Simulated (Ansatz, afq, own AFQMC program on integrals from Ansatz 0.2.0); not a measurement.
## AlSiH4, doublet in 6-31G, levels against CCSDT(Q)

```yaml
atoms:
  - { symbol: Si, position_ang: [0.0000, 0.1332, 2.5365] }
  - { symbol: Al, position_ang: [0.0000, -0.1945, -2.8455] }
  - { symbol: H, position_ang: [0.0000, 1.5143, 3.1014] }
  - { symbol: H, position_ang: [1.1989, -0.5749, 3.0721] }
  - { symbol: H, position_ang: [-1.1989, -0.5749, 3.0721] }
  - { symbol: H, position_ang: [0.0000, 1.1292, -3.7524] }
```

Connectivity, by distances: SiH3 ··· AlH.

Basis 6-31G. Only valence electrons are correlated. Integrals, coupled cluster, full CI and functionals: Ansatz 0.2.0; the random walks run on the same integrals in our own AFQMC program. ph-AFQMC/CISD is guided by a CISD state made of CCSD amplitudes; releasing the constraint for a short imaginary time cuts its bias at the price of noise, slowly where states lie close. Error bars are statistical, one sigma.

Determinant: UHF, the one that the program's search chose, which needn't be the lowest solution. The geometry is a point of a scan.

No full CI on the walks' own integrals is used here; CCSDT(Q) serves as the reference and is uncertain by about the last step of the cluster series.

Cautions: unrestricted determinant slightly spin contaminated (⟨S²⟩ 0.82 against 0.75).

* T1 diagnostic: 0.0339
* weight of the determinant in the CISD state: 0.868
* ⟨S²⟩ of the determinant: 0.817
* size of the correlated space: 11 electrons in 24 orbitals

Reference: CCSDT(Q), correlation energy -3.146 eV. The released energy is read at 2.40 1/Eh (meV from the phaseless value at times in 1/Eh: 9 ± 5 at 0.24, 7 ± 5 at 0.51, 9 ± 4 at 0.99, 10 ± 4 at 1.62, 8 ± 7 at 2.40).

```tsv
level	E − E(reference) (kJ/mol)	share of correlation (%)
HF	303.6	0.00
MP2	102.5	66.25
CCSD	4.0	98.68
CCSD(T)	1.3	99.57
CCSDT	0.2	99.95
ph-AFQMC/CISD	-1.0 ± 0.5	100.34
released AFQMC	-0.2 ± 0.6	100.07
```

A walk keeps the symmetry of its determinant, which the program's search chose and which needn't be the lowest solution, so a lower state of the same spin and another symmetry isn't excluded. Released energies are given only where the last usable release times agree within the noise; a slower fall can still hide under it.
